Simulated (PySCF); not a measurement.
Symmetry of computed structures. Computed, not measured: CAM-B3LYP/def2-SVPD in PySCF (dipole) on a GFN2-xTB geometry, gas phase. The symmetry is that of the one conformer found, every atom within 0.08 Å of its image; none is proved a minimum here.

Task: What symmetry has `[CH2:1]=[C:2]([Cl:3])[SiH2:4][C@H:5]1[CH2:6][S:7]1` with C1–C2–Si4–C5 130°, C2–Si4–C5–C6 94°?

Result: C1; asymmetric top; symmetry number 1; this conformer is chiral (no improper operation); dipole 1.61 D; A, B, C = 3081, 790.0, 661.3 MHz.

Task: What symmetry has `[CH3:1][N:2]=[O:3]` with H–C1–N2–O3 0° (nearest H)?

Result: Cs; near-prolate asymmetric top; symmetry number 1; 2 operations, which sort the 6 atoms into 5 sets; dipole 2.74 D, in the ab plane, which is the mirror.

Task: What symmetry has `[O:1]=[C:2]([Cl:3])[c:4]1[cH:5][c:6]([Cl:7])[cH:8][o:9]1` with O1–C2–C4–C5 0°?

Result: Cs; near-prolate asymmetric top; symmetry number 1; 2 operations, which sort the 11 atoms into 11 sets; dipole 3.07 D, in the ab plane, which is the mirror; heavy atoms equivalent by symmetry: none.
